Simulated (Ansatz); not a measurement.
# CH6AlN: the cost of one run

Program: Ansatz 0.2.0. Level of theory: RHF/def2-SVP. These are calculated values, not measurements.

### Step 1. The starting structure

Bond lengths: Al1–H2 1.560 Å, Al1–N3 1.920 Å, N3–H4 1.060 Å, N3–H5 1.060 Å, Al1–C6 1.970 Å, C6–H7 1.110 Å, C6–H8 1.110 Å, C6–H9 1.110 Å. Angles: H2–Al1–N3 120.0°, H2–Al1–C6 120.0°, N3–Al1–C6 120.0°, Al1–N3–H4 120.0°, Al1–N3–H5 120.0°, H4–N3–H5 120.0°, Al1–C6–H7 109.5°, Al1–C6–H8 109.5°, Al1–C6–H9 109.5°, H7–C6–H8 109.4°, H7–C6–H9 109.4°, H8–C6–H9 109.4°.

Coordinates:

```xyz
9

Al    0.0000    0.0000    0.0000
H     0.0000    0.0000    1.5600
N     1.6627    0.0000   -0.9600
H     2.1293   -0.9179   -1.2118
H     2.1141    0.9179   -1.2382
C    -1.7060    0.0000   -0.9850
H    -2.2662   -0.9305   -0.7558
H    -2.3102    0.8797   -0.6796
H    -1.5043    0.0508   -2.0753
```

### Step 2. Preparing the start

File input.yaml:

```yaml
crystal:
  periodic: [false, false, false]
  atoms:
    - { symbol: Al, position_ang: [0.0, 0.0, 0.0] }
    - { symbol: H, position_ang: [0.0, 0.0, 1.56] }
    - { symbol: "N", position_ang: [1.6627, 0.0, -0.96] }
    - { symbol: H, position_ang: [2.1293, -0.9179, -1.2118] }
    - { symbol: H, position_ang: [2.1141, 0.9179, -1.2382] }
    - { symbol: C, position_ang: [-1.706, 0.0, -0.985] }
    - { symbol: H, position_ang: [-2.2662, -0.9305, -0.7558] }
    - { symbol: H, position_ang: [-2.3102, 0.8797, -0.6796] }
    - { symbol: H, position_ang: [-1.5043, 0.0508, -2.0753] }
basis:
  gaussian: { orbitals: def2-SVP }
hamiltonian:
  xc: hf
relax:
  f_tol: 0.02
  max_steps: 40
```

Run with:

```
$ ansatz run input.yaml --threads 1 --pin off --max-ram 2048MiB --backend cpu --events-out ev --progress --plain --runs-dir out
```

What time and memory should one allow on 1 thread of Arm Neoverse V1, shared host?

About 16 s, with a peak of 0.13 GiB.
